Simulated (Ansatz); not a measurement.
We consider fluorite CeO₂, described by LDA in Ansatz (PAW).

Settings: plane-wave cutoff 520 eV, 12×12×12 k mesh, Fermi–Dirac smearing 0.01 eV, no spin polarisation, scalar-relativistic PAW data made under PBE.

Response to compression and expansion:

```csv
V (Å³/atom),P (GPa),direct gap at Γ (eV),smallest gap on the k mesh (eV)
12.051,14.60,3.445,2.204
12.308,9.20,3.312,2.145
12.564,4.35,3.185,2.087
12.820,0.00,3.066,2.029
13.077,-3.90,2.952,1.973
13.333,-7.41,2.844,1.917
13.590,-10.55,2.742,1.863
```

The fundamental gap (2.02 eV at the equilibrium volume, with added k points) lies elsewhere than Γ–Γ.

Measured, for comparison: band gap 3 eV (temperature not stated, not corrected to a static lattice, O 2p to Ce 4f, our sources range from 3.00 to 3.20; as tabulated in Tran et al. (2019), arXiv:1908.01820).

Spin–orbit coupling is not included.

Ansatz is an electronic-structure program.
